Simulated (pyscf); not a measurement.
Single points on ωB97X-D3(BJ)/def2-SVP structures (PySCF, gas phase). MP2 and CC: frozen core, UHF for open shells. ΔMP2 is the change of the MP2 total energy from the triple- to the quadruple-zeta basis.

**Question.** Estimate the classical barrier height and the reaction energy of H₂P–PH₂ (SMILES PP) + SiH₂ (SMILES [SiH2]) [singlet] → H₃Si–PH–PH₂ (SMILES [SiH3]PP) at CCSD(T)/def2-TZVPP + ΔMP2(QZVPP). The step runs on the singlet surface, breaks H–P and forms P–Si, H–Si; take the separated reactants as zero.

**Answer.** ΔE‡ = -7.7 kcal/mol, ΔE = -62.3 kcal/mol. Zero-point energy shifts the barrier by +2.2 kcal/mol. It is an insertion, with an imaginary mode of 624i cm⁻¹. On the reactant side the descent ends in an adduct with a H–Si contact, 11.5 kcal/mol under the separated species and 1.9 kcal/mol under the saddle at ωB97X-D3(BJ)/def2-TZVP. At CCSD(T) the saddle lies under the separated reactants, which points to a path from their complex (located at ωB97X-D3(BJ) alone). What is counted as formed (H–Si) is already present as a longer contact in the reactant adduct; forming that adduct is a step of its own. One saddle was located; it need not be the lowest between these sides. The CCSD(T) − MP2 part came from Ansatz, without density fitting, on the same reference.
